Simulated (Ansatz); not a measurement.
Geometry optimisation, Ansatz 0.2.0, RKS PBE/def2-SVP.

Input file:

```yaml
crystal:
  periodic: [false, false, false]
  atoms:
    - { symbol: B, position_ang: [-0.704302, -0.505694, 0.605936] }
    - { symbol: H, position_ang: [1.546539, 0.0158, 1.20726] }
    - { symbol: "N", position_ang: [1.937079, 0.196514, 0.257388] }
    - { symbol: H, position_ang: [1.76127, -0.651163, -0.296626] }
    - { symbol: H, position_ang: [1.400928, 0.967827, -0.157189] }
    - { symbol: C, position_ang: [-1.274581, -0.096608, -0.784688] }
    - { symbol: H, position_ang: [-2.301815, -0.528734, -0.87277] }
    - { symbol: H, position_ang: [-1.377533, 1.018143, -0.801526] }
    - { symbol: H, position_ang: [-0.670887, -0.416084, -1.663086] }
basis:
  gaussian: { orbitals: def2-SVP }
hamiltonian:
  xc: pbe
relax:
  f_tol: 0.03
  max_steps: 50
```

Command:

```bash
$ ansatz run input.yaml --threads 1 --pin off --max-ram 2048MiB --backend cpu --events-out ev --progress --plain --runs-dir out
```

Problem. Where does it end, and by what steps?

Solution. The run converged. The force dipped under the threshold on the way, but the program's further checks kept it going. After 9 steps the energy has fallen by 0.029 eV; H2 moved furthest, 0.32 Å.

```json
{"step": "0", "energy less start (eV)": "0.0000", "largest force component (eV/Å)": "0.487", "accepted": "yes"}
{"step": "1", "energy less start (eV)": "-0.0093", "largest force component (eV/Å)": "0.648", "accepted": "yes"}
{"step": "2", "energy less start (eV)": "-0.0186", "largest force component (eV/Å)": "0.380", "accepted": "yes"}
{"step": "3", "energy less start (eV)": "-0.0180", "largest force component (eV/Å)": "0.304", "accepted": "no"}
{"step": "4", "energy less start (eV)": "-0.0257", "largest force component (eV/Å)": "0.048", "accepted": "yes"}
{"step": "5", "energy less start (eV)": "-0.0272", "largest force component (eV/Å)": "0.021", "accepted": "yes"}
{"step": "6", "energy less start (eV)": "-0.0275", "largest force component (eV/Å)": "0.157", "accepted": "yes"}
{"step": "7", "energy less start (eV)": "-0.0280", "largest force component (eV/Å)": "0.097", "accepted": "yes"}
{"step": "8", "energy less start (eV)": "-0.0287", "largest force component (eV/Å)": "0.013", "accepted": "yes"}
{"step": "9", "energy less start (eV)": "-0.0290", "largest force component (eV/Å)": "0.026", "accepted": "yes"}
```

```xyz
9
Properties=species:S:1:pos:R:3
B -0.730 -0.486 0.617
H 1.318 -0.158 1.066
N 1.974 0.203 0.342
H 1.939 -0.457 -0.447
H 1.593 1.098 0.008
C -1.324 -0.121 -0.769
H -2.398 -0.417 -0.787
H -1.259 0.979 -0.939
H -0.794 -0.642 -1.598
```

The run took 5.9 s on 1 thread of AMD EPYC 9R45 96-Core Processor (Zen 5), with other jobs on the host, peak memory 0.15 GiB.
